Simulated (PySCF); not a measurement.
# A diatomic session: SO, part 2 of 2

PySCF 2.14.0; S 6-31G(d,p), O 6-31G(d,p); no relativity. Earlier steps stand in the parts before.

## (8) TPSS

Output of the SCF at 1.508 Å:

```text
[... 13 set-up lines left out, the same as in an earlier log ...]
max_memory 909 MB (current use 270 MB)
[... 3 set-up lines left out, the same as in an earlier log ...]
XC functionals = TPSS
    J. Tao, J. P. Perdew, V. N. Staroverov, and G. E. Scuseria.,  Phys. Rev. Lett. 91, 146401 (2003)
    J. P. Perdew, J. Tao, V. N. Staroverov, and G. E. Scuseria.,  J. Chem. Phys. 120, 6898 (2004)
    J. Tao, J. P. Perdew, V. N. Staroverov, and G. E. Scuseria.,  Phys. Rev. Lett. 91, 146401 (2003)
    J. P. Perdew, J. Tao, V. N. Staroverov, and G. E. Scuseria.,  J. Chem. Phys. 120, 6898 (2004)
[... 2 set-up lines left out, the same as in an earlier log ...]
init E= -473.366416782392
cycle= 1 E= -473.367044334991  delta_E= -0.000628  |g|= 0.0137  |ddm|= 0.0564
cycle= 2 E= -473.36599795897  delta_E= 0.00105  |g|= 0.0498  |ddm|= 0.0539
cycle= 3 E= -473.367164257861  delta_E= -0.00117  |g|= 0.00422  |ddm|= 0.0339
cycle= 4 E= -473.367176771787  delta_E= -1.25e-05  |g|= 0.0006  |ddm|= 0.00632
cycle= 5 E= -473.367176956404  delta_E= -1.85e-07  |g|= 0.000104  |ddm|= 0.000637
cycle= 6 E= -473.367176964228  delta_E= -7.82e-09  |g|= 4.02e-05  |ddm|= 0.000178
cycle= 7 E= -473.367176965134  delta_E= -9.06e-10  |g|= 1.07e-05  |ddm|= 4.83e-05
Extra cycle  E= -473.367176964538  delta_E= 5.96e-10  |g|= 3.81e-05  |ddm|= 3.47e-05
converged SCF energy = -473.367176964538  <S^2> = 2.0042474  2S+1 = 3.0028303
```

Re = 1.532 Å, ωe = 1079 cm⁻¹, ωexe = 5.38 cm⁻¹, αe = 0.00511 cm⁻¹, Be = 0.6739 cm⁻¹, De = 5.27 eV, μ = -1.41 D.

## (9) r²SCAN0 (hybrid meta-GGA)

The SCF at the reference distance, 1.508 Å, printed:

```text
[... 17 set-up lines left out, the same as in an earlier log ...]
XC functionals = HYB_MGGA_XC_R2SCAN0
    M. Bursch, H. Neugebauer, S. Ehlert, and S. Grimme.,  J. Chem. Phys. 156, 134105 (2022)
[... 2 set-up lines left out, the same as in an earlier log ...]
init E= -473.252586144876
cycle= 1 E= -473.252952785616  delta_E= -0.000367  |g|= 0.0121  |ddm|= 0.0385
cycle= 2 E= -473.252733928404  delta_E= 0.000219  |g|= 0.0267  |ddm|= 0.0291
cycle= 3 E= -473.253041691676  delta_E= -0.000308  |g|= 0.00174  |ddm|= 0.0183
cycle= 4 E= -473.253044817871  delta_E= -3.13e-06  |g|= 0.000808  |ddm|= 0.0032
cycle= 5 E= -473.253045506417  delta_E= -6.89e-07  |g|= 0.000171  |ddm|= 0.00154
cycle= 6 E= -473.253045546625  delta_E= -4.02e-08  |g|= 9.05e-05  |ddm|= 0.000432
cycle= 7 E= -473.253045552239  delta_E= -5.61e-09  |g|= 1.06e-05  |ddm|= 0.00014
cycle= 8 E= -473.253045552372  delta_E= -1.33e-10  |g|= 1.96e-06  |ddm|= 2.95e-05
Extra cycle  E= -473.253045552373  delta_E= -9.09e-13  |g|= 2.94e-06  |ddm|= 4.42e-06
converged SCF energy = -473.253045552373  <S^2> = 2.0118472  2S+1 = 3.0078878
```

Re = 1.497 Å, ωe = 1194 cm⁻¹, ωexe = 5.35 cm⁻¹, αe = 0.00489 cm⁻¹, Be = 0.7056 cm⁻¹, De = 4.79 eV, μ = -1.60 D. 6.6 s of CPU time for 12 points, integrals apart.

## (10) BHandHLYP

Output of the SCF at 1.508 Å:

```text
[... 17 set-up lines left out, the same as in an earlier log ...]
XC functionals = BHANDHLYP
    A. D. Becke.,  J. Chem. Phys. 98, 1372 (1993)
    Defined through Gaussian implementation.
[... 2 set-up lines left out, the same as in an earlier log ...]
init E= -473.291413313282
cycle= 1 E= -473.292160442747  delta_E= -0.000747  |g|= 0.0255  |ddm|= 0.0572
cycle= 2 E= -473.291655399049  delta_E= 0.000505  |g|= 0.0452  |ddm|= 0.0491
cycle= 3 E= -473.292491143606  delta_E= -0.000836  |g|= 0.00235  |ddm|= 0.0297
cycle= 4 E= -473.292498059954  delta_E= -6.92e-06  |g|= 0.00118  |ddm|= 0.00436
cycle= 5 E= -473.292499573309  delta_E= -1.51e-06  |g|= 0.00053  |ddm|= 0.00203
cycle= 6 E= -473.29249988778  delta_E= -3.14e-07  |g|= 0.000106  |ddm|= 0.00122
cycle= 7 E= -473.292499898336  delta_E= -1.06e-08  |g|= 1.31e-05  |ddm|= 0.000245
cycle= 8 E= -473.292499898542  delta_E= -2.06e-10  |g|= 2.47e-06  |ddm|= 2.99e-05
Extra cycle  E= -473.292499898551  delta_E= -8.41e-12  |g|= 1.18e-06  |ddm|= 4.74e-06
converged SCF energy = -473.292499898551  <S^2> = 2.0140199  2S+1 = 3.0093321
```

Re = 1.490 Å, ωe = 1219 cm⁻¹, ωexe = 5.28 cm⁻¹, αe = 0.00480 cm⁻¹, Be = 0.7123 cm⁻¹, De = 4.27 eV, μ = -1.68 D.

## (11) CAM-B3LYP (range-separated hybrid)

The SCF at the reference distance, 1.508 Å, printed:

```text
[... 13 set-up lines left out, the same as in an earlier log ...]
max_memory 909 MB (current use 271 MB)
[... 3 set-up lines left out, the same as in an earlier log ...]
XC functionals = CAMB3LYP
    T. Yanai, D. P. Tew, and N. C. Handy.,  Chem. Phys. Lett. 393, 51 (2004)
[... 2 set-up lines left out, the same as in an earlier log ...]
init E= -473.316880595995
cycle= 1 E= -473.317030052411  delta_E= -0.000149  |g|= 0.0214  |ddm|= 0.0368
cycle= 2 E= -473.316583475514  delta_E= 0.000447  |g|= 0.0401  |ddm|= 0.0392
cycle= 3 E= -473.317220040224  delta_E= -0.000637  |g|= 0.000713  |ddm|= 0.0255
cycle= 4 E= -473.317220838361  delta_E= -7.98e-07  |g|= 0.000468  |ddm|= 0.00161
cycle= 5 E= -473.317221034487  delta_E= -1.96e-07  |g|= 0.00021  |ddm|= 0.000785
cycle= 6 E= -473.317221070095  delta_E= -3.56e-08  |g|= 2.42e-05  |ddm|= 0.000393
cycle= 7 E= -473.317221070943  delta_E= -8.48e-10  |g|= 8.15e-06  |ddm|= 6.34e-05
Extra cycle  E= -473.31722107094  delta_E= 2.96e-12  |g|= 1.11e-05  |ddm|= 1.83e-05
converged SCF energy = -473.31722107094  <S^2> = 2.0076167  2S+1 = 3.0050735
```

Re = 1.503 Å, ωe = 1178 cm⁻¹, ωexe = 5.11 cm⁻¹, αe = 0.00478 cm⁻¹, Be = 0.6996 cm⁻¹, De = 5.04 eV, μ = -1.59 D. 6.4 s of CPU time for 12 points, integrals apart.

## (12) UHF

Output of the SCF at 1.508 Å:

```text
******** <class 'pyscf.scf.uhf_symm.SymAdaptedUHF'> ********
method = SymAdaptedUHF
[... 13 set-up lines left out, the same as in an earlier log ...]
Overwritten attributes  get_j get_k get_occ get_jk get_hcore  of <class 'pyscf.scf.uhf_symm.SymAdaptedUHF'>
<class 'pyscf.scf.uhf_symm.SymAdaptedUHF'> does not have attributes  refdm
[... 1 set-up line left out, the same as in an earlier log ...]
init E= -472.312998075112
cycle= 1 E= -472.322551777237  delta_E= -0.00955  |g|= 0.0332  |ddm|= 0.141
cycle= 2 E= -472.323385531199  delta_E= -0.000834  |g|= 0.0155  |ddm|= 0.0385
cycle= 3 E= -472.323563740333  delta_E= -0.000178  |g|= 0.0105  |ddm|= 0.0204
cycle= 4 E= -472.323647903239  delta_E= -8.42e-05  |g|= 0.00372  |ddm|= 0.012
cycle= 5 E= -472.323668458638  delta_E= -2.06e-05  |g|= 0.00189  |ddm|= 0.00685
cycle= 6 E= -472.32367742378  delta_E= -8.97e-06  |g|= 0.000782  |ddm|= 0.00602
cycle= 7 E= -472.323679099216  delta_E= -1.68e-06  |g|= 0.000316  |ddm|= 0.00291
cycle= 8 E= -472.323679388372  delta_E= -2.89e-07  |g|= 0.000167  |ddm|= 0.00111
cycle= 9 E= -472.323679474316  delta_E= -8.59e-08  |g|= 6.7e-05  |ddm|= 0.000657
cycle= 10 E= -472.323679488079  delta_E= -1.38e-08  |g|= 1.67e-05  |ddm|= 0.000307
cycle= 11 E= -472.323679488586  delta_E= -5.07e-10  |g|= 2.87e-06  |ddm|= 5.58e-05
Extra cycle  E= -472.323679488595  delta_E= -8.64e-12  |g|= 1.42e-06  |ddm|= 3.71e-06
converged SCF energy = -472.323679488595  <S^2> = 2.037805  2S+1 = 3.0250984
```

Re = 1.466 Å, ωe = 1318 cm⁻¹, ωexe = 5.61 cm⁻¹, αe = 0.00455 cm⁻¹, Be = 0.7353 cm⁻¹, De = 1.85 eV, μ = -1.91 D. 0.59 s of CPU time for 12 points, integrals apart.

## (13) MP2 and coupled cluster

Reference: UHF; core orbitals frozen: 6.

The coupled-cluster run at the reference distance, 1.508 Å, printed:

```text
******** <class 'pyscf.cc.uccsd.UCCSD'> ********
CC2 = 0
CCSD nocc = (np.int64(7), np.int64(5)), nmo = (26, 26)
frozen orbitals [[0, 1, 2, 3, 4, 5], [0, 1, 2, 3, 4, 5]]
max_cycle = 80
direct = 0
conv_tol = 1e-07
conv_tol_normt = 1e-05
diis_space = 8
diis_start_cycle = 0
diis_start_energy_diff = 1e+09
max_memory 909 MB (current use 278 MB)
Init t2, MP2 energy = -0.284093559510672
Init E_corr(UCCSD) = -0.284093559512745
cycle = 1  E_corr(UCCSD) = -0.282792688824864  dE = 0.00130087069  norm(t1,t2) = 0.079178
cycle = 2  E_corr(UCCSD) = -0.293473246498393  dE = -0.0106805577  norm(t1,t2) = 0.0240946
cycle = 3  E_corr(UCCSD) = -0.293730989817549  dE = -0.000257743319  norm(t1,t2) = 0.011078
cycle = 4  E_corr(UCCSD) = -0.295185913810064  dE = -0.00145492399  norm(t1,t2) = 0.00490347
cycle = 5  E_corr(UCCSD) = -0.295262115907626  dE = -7.62020976e-05  norm(t1,t2) = 0.00129885
cycle = 6  E_corr(UCCSD) = -0.295188769343296  dE = 7.33465643e-05  norm(t1,t2) = 0.0006111
cycle = 7  E_corr(UCCSD) = -0.295208449447741  dE = -1.96801044e-05  norm(t1,t2) = 0.000186758
cycle = 8  E_corr(UCCSD) = -0.295208164787598  dE = 2.84660143e-07  norm(t1,t2) = 3.95185e-05
cycle = 9  E_corr(UCCSD) = -0.295207487484671  dE = 6.77302927e-07  norm(t1,t2) = 1.19911e-05
cycle = 10  E_corr(UCCSD) = -0.295207678447474  dE = -1.90962803e-07  norm(t1,t2) = 4.18036e-06
cycle = 11  E_corr(UCCSD) = -0.295207747190036  dE = -6.8742562e-08  norm(t1,t2) = 1.66916e-06
UCCSD converged
E(UCCSD) = -472.6188872357845  E_corr = -0.2952077471900356
UCCSD(T) correction = -0.00947048711973692
```

Correlation energy (eV) along the bond:

| R (Å) | MP2 | SCS-MP2 | CCSD | CCSD(T) | T1 |
| --- | --- | --- | --- | --- | --- |
| 1.297 | -7.049 | -6.708 | n/a | n/a | n/a |
| 1.357 | -7.236 | -6.866 | -7.618 | -7.813 | 0.013 |
| 1.417 | -7.429 | -7.027 | -7.783 | -8.001 | 0.014 |
| 1.463 | -7.578 | -7.150 | -7.908 | -8.145 | 0.015 |
| 1.508 | -7.731 | -7.273 | -8.033 | -8.291 | 0.016 |
| 1.553 | -7.884 | -7.395 | -8.159 | -8.439 | 0.017 |
| 1.614 | -8.083 | -7.548 | -8.326 | -8.638 | 0.020 |
| 1.689 | -8.258 | -7.667 | -8.527 | -8.879 | 0.030 |
| 1.779 | -8.014 | -7.416 | -8.717 | -9.113 | 0.066 |
| 1.900 | -6.818 | -6.465 | n/a | n/a | n/a |

UHF-MP2: Re = 1.527 Å, ωe = 1094 cm⁻¹, Be = 0.6785 cm⁻¹, De = 4.87 eV.

UHF-SCS-MP2: Re = 1.513 Å, ωe = 1146 cm⁻¹, Be = 0.6911 cm⁻¹, De = 4.47 eV.

UHF-CCSD: Re = 1.513 Å, ωe = 1142 cm⁻¹, ωexe = 5.75 cm⁻¹, αe = 0.00504 cm⁻¹, Be = 0.6904 cm⁻¹, De = 4.26 eV.

UHF-CCSD(T): Re = 1.523 Å, ωe = 1101 cm⁻¹, ωexe = 5.79 cm⁻¹, αe = 0.00525 cm⁻¹, Be = 0.6816 cm⁻¹, De = 4.46 eV.

## (14) The curves together

Energy (eV) from each level's lowest point:

| R (Å) | UHF | UHF-MP2 | UHF-SCS-MP2 | UHF-CCSD | UHF-CCSD(T) | PBE | TPSS | r²SCAN | PBE0 | r²SCAN0 | BHandHLYP | CAM-B3LYP |
| --- | --- | --- | --- | --- | --- | --- | --- | --- | --- | --- | --- | --- |
| 1.297 | 1.385 | 2.013 | 1.896 | n/a | n/a | 2.095 | 2.071 | 1.919 | 1.807 | 1.704 | 1.619 | 1.784 |
| 1.357 | 0.505 | 0.946 | 0.858 | 0.866 | 0.928 | 1.009 | 0.993 | 0.882 | 0.799 | 0.726 | 0.665 | 0.783 |
| 1.417 | 0.089 | 0.337 | 0.281 | 0.285 | 0.325 | 0.377 | 0.367 | 0.299 | 0.247 | 0.204 | 0.168 | 0.238 |
| 1.463 | 0.000 | 0.098 | 0.069 | 0.071 | 0.092 | 0.121 | 0.115 | 0.079 | 0.053 | 0.032 | 0.014 | 0.048 |
| 1.508 | 0.054 | 0.000 | 0.000 | 0.000 | 0.000 | 0.007 | 0.004 | 0.000 | 0.000 | 0.000 | 0.000 | 0.000 |
| 1.553 | 0.217 | 0.009 | 0.041 | 0.037 | 0.015 | 0.000 | 0.000 | 0.028 | 0.055 | 0.076 | 0.094 | 0.061 |
| 1.614 | 0.558 | 0.152 | 0.229 | 0.211 | 0.157 | 0.117 | 0.120 | 0.188 | 0.254 | 0.301 | 0.344 | 0.268 |
| 1.689 | 1.111 | 0.529 | 0.663 | 0.562 | 0.468 | 0.402 | 0.410 | 0.525 | 0.641 | 0.719 | 0.792 | 0.667 |
| 1.779 | 1.828 | 1.490 | 1.631 | 1.090 | 0.951 | 0.867 | 0.880 | 1.048 | 1.224 | 1.336 | 1.445 | 1.270 |
| 1.900 | 2.584 | 3.443 | 3.338 | n/a | n/a | 1.586 | 1.606 | 1.838 | 2.093 | 2.245 | 2.394 | 2.170 |

The whole job (state search and all levels along the bond) took 1.1 min on 1 thread of Arm Neoverse V1 (shared host), peak memory 0.41 GiB.

## (15) Constants by level of theory

The summary covers parts 1 to 2.

Lowest PBE0 solution found, without spin–orbit coupling: ³Σ⁻ (triplet), unpaired electrons π ↑↑. State 2 has its PBE0 minimum 0.33 eV higher, as a spin-mixed determinant (⟨S²⟩ = 1.01), so this is no gap between pure states. State 3 has its PBE0 minimum 1.36 eV higher. The other levels ran on the lowest alone.

| level | Re (Å) | ωe (cm⁻¹) | De (eV) | μ (D) |
| --- | --- | --- | --- | --- |
| UHF | 1.466 | 1318 | 1.85 | -1.91 |
| UHF-MP2 | 1.527 | 1094 | 4.87 | n/a |
| UHF-SCS-MP2 | 1.513 | 1146 | 4.47 | n/a |
| UHF-CCSD | 1.513 | 1142 | 4.26 | n/a |
| UHF-CCSD(T) | 1.523 | 1101 | 4.46 | n/a |
| PBE | 1.533 | 1076 | 5.77 | -1.40 |
| TPSS | 1.532 | 1079 | 5.27 | -1.41 |
| r²SCAN | 1.517 | 1122 | 5.35 | -1.48 |
| PBE0 | 1.506 | 1168 | 5.07 | -1.55 |
| r²SCAN0 | 1.497 | 1194 | 4.79 | -1.60 |
| BHandHLYP | 1.490 | 1219 | 4.27 | -1.68 |
| CAM-B3LYP | 1.503 | 1178 | 5.04 | -1.59 |
| measured | 1.481087 | 1149.22 | n/a | n/a |

De is counted to S + O in their ground configurations. A positive dipole means S(−)O(+).

Measured values: Huber and Herzberg, Constants of Diatomic Molecules, 1979.

Differences from the measured constants:

| level | Re (mÅ) | ωe (%) |
| --- | --- | --- |
| UHF | -15 | +14.7 |
| UHF-MP2 | +45 | -4.8 |
| UHF-SCS-MP2 | +32 | -0.3 |
| UHF-CCSD | +32 | -0.6 |
| UHF-CCSD(T) | +42 | -4.2 |
| PBE | +52 | -6.4 |
| TPSS | +51 | -6.1 |
| r²SCAN | +36 | -2.4 |
| PBE0 | +24 | +1.6 |
| r²SCAN0 | +16 | +3.9 |
| BHandHLYP | +9 | +6.1 |
| CAM-B3LYP | +22 | +2.5 |

Time per point (s) on 1 thread of Arm Neoverse V1, shared host (CPU time, shared integrals of 0.044 s apart; correlated levels include their reference; CCSD comes with the CCSD(T) run); the times are rough: UHF 0.049, UHF-MP2 0.071, UHF-SCS-MP2 0.071, UHF-CCSD(T) 0.66, PBE 0.35, TPSS 0.83, r²SCAN 0.51, PBE0 0.51, r²SCAN0 0.55, BHandHLYP 0.31, CAM-B3LYP 0.53.

**Reading.** Against the measured constants, the bond length is nearest at BHandHLYP (+9 mÅ) and farthest at PBE (+52 mÅ); the wavenumber is nearest at UHF-SCS-MP2 (-0.3 %) and farthest at UHF (+14.7 %). Hartree–Fock falls on the short and stiff side, its usual fault. PBE has the long and soft bond that GGAs tend to give. In a basis this small the correlated methods are far from their limit, so the ranking is that of method and basis together. Of the levels with a De here, UHF gives the least (1.85 eV) and PBE the most (5.77 eV).

Correlated steps freeze 6 core orbitals. T1 is 0.016 near the minimum (highest on the curve 0.066), which may point to more than one leading configuration. At UHF the stretched side of the curve climbs above De, by a hump or because the determinant held fixed goes to a higher limit.
